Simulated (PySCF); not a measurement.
From a raw peak list to a structure

Formula C$_{2}$H$_{5}$FO. The spectrum was simulated from the full spin Hamiltonian at 90 MHz with 1.2 Hz Lorentzian lines, from shifts rounded to 0.01 ppm and J to 0.1 Hz, couplings under 1 Hz left out. Exchangeable protons (1H) are left uncoupled and out of the list.

Maxima in ppm (height), grouped by integral:
1H: 4.519 (45), 4.459 (100), 4.398 (58)
3H: 3.907 (38), 3.846 (91), 3.786 (58), 3.580 (59), 3.519 (100), 3.458 (45), 3.257 (58), 3.197 (91), 3.136 (38)

$^{13}$C{$^{1}$H} NMR (computed): δ 81.1 (d, J = 223.3 Hz), 59.6 (d, J = 19.8 Hz).

Isolated molecule, non-relativistic, equivalent nuclei averaged, one conformer. Geometry from PBE0-D3(BJ)/def2-SVP; HF/pcSseg-2 with gauge-including orbitals; J: B3LYP/pcJ-1; PySCF 2.14.0 with density-fitted response routines.

Chemical shifts δ = σref − σ; TMS for $^{1}$H and $^{13}$C, all at this level.

(1) Analyse the multiplets.

(2) What is the compound?

Answers

(1) $^{1}$H NMR (90 MHz, computed): δ 4.15 (dt, J = 55.2, 5.5 Hz, 2H), 3.36 (dt, J = 29.0, 5.5 Hz, 2H), 1.74 (br s, 1H). These are first-order names from the parameters used; overlap and second-order distortion can hide them in the list.

(2) 2-fluoroethanol (OCCF).

Atoms are numbered as in `[OH:1][CH2:2][CH2:3][F:4]`; H(Xn) means a hydrogen on atom n.

- δ 4.15: H(C3), hydrogen on an sp3 CH2 bonded to F, coupled to F4 (55.2 Hz), H(C2) (5.5 Hz).
- δ 3.36: H(C2), hydrogen on an sp3 CH2 bonded to O, coupled to F4 (29.0 Hz), H(C3) (5.5 Hz).
- δ 1.74: H(O1), hydrogen on an alcohol oxygen.

OH/NH shifts are gas-phase values; hydrogen bonding in solution moves them, usually downfield. Common functionals overestimate the size of one-bond C–F couplings by tens of Hz; these are unscaled. Splittings below 1 Hz are ignored in the labels, and close J values are merged. Unscaled 3J(H,H) at this level run about 10 % above measured values. Shifts are as computed, not scaled to solution data. Of 1211 compounds with measured shifts, 218 miss one by over three times the rms of a fit or turn the order of signals round; such compounds aren't used in these exercises. Couplings to exchangeable protons are dropped. Across freely rotating sp3–sp3 bonds, 3J(H,H) is taken as (2 J gauche + J anti)/3 from the one conformer, which assumes equal rotamer populations. 3J across rotatable bonds or in flexible rings reflects this conformer alone.
